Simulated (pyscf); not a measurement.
PySCF, gas phase, ωB97X-D3(BJ)/def2-SVP geometries.

Problem. GeH₄ (SMILES [GeH4]) + HO–GeH₃ (SMILES [OH][GeH3]) → H₃Ge–O–GeH₃ (SMILES [GeH3][O][GeH3]) + H₂ (SMILES [H][H])
Surface: singlet. Broken: Ge–H, H–O. Formed: Ge–O, H–H. Give ΔE‡ and ΔE from ωB97M-D3(BJ)/def2-TZVP, relative to the separated reactants.

Solution. ΔE‡ = 1.86 eV, ΔE = -0.07 eV. Zero-point energy shifts the barrier by -0.06 eV. It is a four-centre exchange, with an imaginary mode of 1323i cm⁻¹. This is the saddle that the search found; another between the same sides may lie lower. Elements up to Kr have no core potential and no relativistic terms here.
